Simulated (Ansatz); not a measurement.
Basis-set extrapolation for C4H10, SMILES `CCCC` (PBE0-D4/def2-TZVP geometry, frozen core, the Gaussian-basis code of Ansatz). Multiplicity 1, RHF reference.

|  | def2-TZVPP | def2-QZVPP |
| --- | --- | --- |
| HF | -157.357607 | -157.365331 |
| MP2 correlation | -0.717383 | -0.761529 |
| CCSD(T) correlation | -0.797418 | not run |

Energies in hartree. Use E(X) = E(∞) + A·exp(−7.88·√X) for Hartree–Fock and E(X) = E(∞) + B·X^(−2.97) for correlation, with X = 3 and 4, and add CCSD(T) minus MP2 of the smaller set to the MP2 limit.

What is the CCSD(T) energy at the basis-set limit?

HF limit: -157.365331 + (-0.007724) × 0.13774 = -157.36639. MP2 limit: -0.761529 + (-0.044146) × 0.74074 = -0.79423. Higher-order term: -0.797418 − (-0.717383) = -0.08003. Total: -158.24065 hartree, 224.8 kJ/mol below CCSD(T)/def2-TZVPP.
